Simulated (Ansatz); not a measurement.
A made-up structure of LiAlSiH$_{4}$, singlet:

Li1  (-3.073, -1.669, -0.172)
Al2  (-0.467, -1.325, -0.019)
Si3  (0.574, 0.936, 0.023)
H4  (0.689, -2.450, 0.066)
H5  (0.146, 1.737, -1.170)
H6  (-2.853, -3.234, 0.009)
H7  (2.065, 1.052, 0.074)
(Å)

It is relaxed with PBE-D4/def2-SVP and then PBE0-D4/def2-TZVP (Ansatz 0.2.0). Atoms count as bonded within 1.22 times the sum of their covalent radii (H–H: 0.88 Å). The end point is not checked to be a true minimum.

Does its bonding change? (A judgement: the text doesn't fix the answer.)

Computed: Yes. Formed: Li1–Si3, Li1–H5, Al2–H6; broken: none.

Where it ends: The first stage lowers the energy by 3.29 eV in 21 steps. It ends as LiAlSiH₄ ([H]1[AlH]2[SiH]3[H][Li]123):
Li1  (-2.164, -0.226, -0.187)
Al2  (-0.103, -1.865, -0.066)
Si3  (0.072, 0.465, 0.206)
H4  (0.528, -3.267, 0.329)
H5  (-0.823, 0.739, -1.034)
H6  (-1.756, -1.983, -0.288)
H7  (1.327, 1.186, -0.149)
(Å)

Labels in which every atom is bracketed show which atoms are joined, not bond orders.

For scale, one of the runs: PBE0-D4/def2-TZVP relaxation, 112 basis functions, launched by `ansatz run in.yaml --threads 2 --pin off --events-out ev --progress --plain --max-ram 4352MiB`. Hardware: 2 CPU threads of an Arm Neoverse V1, shared host. Wall time about 16 s.
